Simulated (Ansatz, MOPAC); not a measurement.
Species: C$_{3}$H$_{3}$, charge 0, multiplicity 2. SMILES: [CH]=C=C

Atoms: C1, C2, C3, H4, H5, H6. Bonds: C1-C2, C1-C3, C2-H4, C3-H5, C3-H6.

Bond lengths (Å) and angles (degrees) optimised at AM1 with MOPAC; HF/6-31G* with Ansatz (a quantum-chemistry and plane-wave program); PBE/6-31G* with Ansatz; B3LYP/LANL2DZ with Ansatz, each started from the B3LYP-D3(BJ)/def2-TZVP structure (Ansatz) of the last column. A row stands for all coordinates that are equal there; 7 of 8 kinds are shown. 6-31G* holds six Cartesian d functions. No wavenumbers were computed at PBE/6-31G*, B3LYP/LANL2DZ, so these may be saddle points.

| coordinate | AM1 | HF/6-31G* | PBE/6-31G* | B3LYP/LANL2DZ | B3LYP-D3(BJ)/def2-TZVP |
|---|---|---|---|---|---|
| C1-C2 | 1.214 | 1.218 | 1.240 | 1.244 | 1.221 |
| C1-C3 | 1.364 | 1.381 | 1.371 | 1.386 | 1.364 |
| C2-H4 | 1.059 | 1.057 | 1.074 | 1.067 | 1.062 |
| C3-H5 | 1.095 | 1.074 | 1.094 | 1.087 | 1.082 |
| C2-C1-C3 | 180.0 | 180.0 | 180.0 | 180.0 | 180.0 |
| C1-C2-H4 | 180.0 | 180.0 | 180.0 | 180.0 | 180.0 |
| C1-C3-H5 | 120.8 | 120.7 | 121.2 | 120.8 | 120.8 |

Mean signed difference of all 5 bond lengths from B3LYP-D3(BJ)/def2-TZVP: AM1 0.003 Å, HF/6-31G* -0.001 Å, PBE/6-31G* 0.013 Å, B3LYP/LANL2DZ 0.012 Å.
